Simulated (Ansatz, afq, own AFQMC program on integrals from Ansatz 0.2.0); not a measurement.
AFQMC on a folder of integrals that Ansatz 0.2.0 wrote.

```yaml
crystal:
  periodic: [false, false, false]
  atoms:
    - {symbol: Se, position_ang: [0.000000, 0.000000, 0.000000]}
    - {symbol: Se, position_ang: [0.000000, 0.000000, 2.087000]}
basis:
  gaussian: {orbitals: cc-pVDZ}
total_charge: 1
magnetization: {spin_polarized: false, initial_magnetization: 1}
correlation: {method: ccsd_t, electrons: outside_noble_gas, hamiltonian_folder: ham}
```

```sh
$ ansatz run in.yaml --threads 1 --pin off --events-out ev --progress --plain --max-ram 1843MiB
```

Options of the walk:

```
--method phaseless --trial cisd --walkers 60 --populations 1 --least-time 40 --time-step 0.005 --steps-per-block 50 --equilibration-blocks 28 --max-blocks 300 --target-error 0.0004 --factor-cut 1e-05 --start spin_pure --seed 3288 --release-times 0.24,0.51,0.99,1.62,2.4 --release-step 0.03 --release-every 4 --taylor-order 6
```

Times are imaginary, in 1/Eh. The walk had a cap of 491 s. Filled inner d shells are frozen with the cores.

```
orbitals 26  electrons 6 5  factors 192 of 658
reference energy -4799.30533048 Eh
CCSD correlation -0.24305715 Eh in 10 cycles, weight of the determinant in the CISD state 0.8523
energy of the start -4799.548385 Eh
 block  time / (1/Eh)  mean weight  energy / Eh
     1     0.250  0.9989  -4799.544153
     2     0.500  0.9995  -4799.546451
     3     0.750  0.9977  -4799.547164
     4     1.000  1.0001  -4799.551260
     5     1.250  0.9990  -4799.555321
     8     2.000  0.9998  -4799.559014
    17     4.250  0.9994  -4799.558880
    41    10.250  0.9995  -4799.560763
    65    16.250  0.9998  -4799.563622
    89    22.250  1.0003  -4799.561194
   113    28.250  0.9992  -4799.562542
   129    32.250  0.9994  -4799.551274
   137    34.250  0.9988  -4799.557443
   161    40.250  1.0039  -4799.558876
   185    46.250  1.0005  -4799.563665
   209    52.250  0.9994  -4799.564958
   233    58.250  0.9981  -4799.573765
   257    64.250  1.0017  -4799.560069
   281    70.250  0.9987  -4799.558436
   305    76.250  0.9987  -4799.561466
   321    80.250  0.9993  -4799.559454
blocks merged  error / Eh  count
     1  0.000429  300
     2  0.000519  150
     4  0.000618  75
     8  0.000717  37
    16  0.000694  18
    32  0.000650  9
released: time / (1/Eh)  energy / Eh  error  mean overlap
  0.24  -4799.561403  0.000731  0.9958
  0.51  -4799.561729  0.000795  1.0089
  0.99  -4799.560962  0.000724  1.0375
  1.62  -4799.561940  0.000658  1.0301
  2.40  -4799.563534  0.001076  1.0116
energy -4799.560848 +/- 0.000717 Eh
(rows thinned)
```

Question: Estimate how long the walk took on 1 thread of Arm Neoverse V1, with other jobs on the host.

Answer: 3.3 min of wall time.

The run passed its tests (sampling time, drift between the halves within three errors, error under three times the target), which doesn't prove that it has relaxed. The second half of the sampling lies above the first by 1.9 errors of their difference, so the energy may still be moving and its error bar be too small.

Against this walk (error 19.5 meV) on the same determinant: CCSD(T) 2.7 meV higher (within the noise), CCSDT(Q) 60.4 meV lower. The error is statistical and leaves out the bias of the constraint. None of these is a sure reference here. The released energies are still falling (meV from the phaseless value at times in 1/Eh: -15 ± 20 at 0.24, -24 ± 22 at 0.51, -3 ± 20 at 0.99, -30 ± 18 at 1.62, -73 ± 29 at 2.40), so they give no level.

Cautions: constraint bias not in the error; error above the target (19.5 against 10.9 meV); no relativity below Rb; no spin-orbit coupling; inner d shell frozen; higher spins were not checked; a spin-contaminated unrestricted determinant lies lower (UHF 543 meV lower, ⟨S²⟩ 1.36).

CCSDT and higher add their correlation energy to the determinant of the CCSD(T) run, since their own runs factorise the integrals more tightly (a shift of under 2 meV). A walk keeps the symmetry of its determinant, which the program's search chose and which needn't be the lowest solution, so a lower state of the same spin and another symmetry isn't excluded.
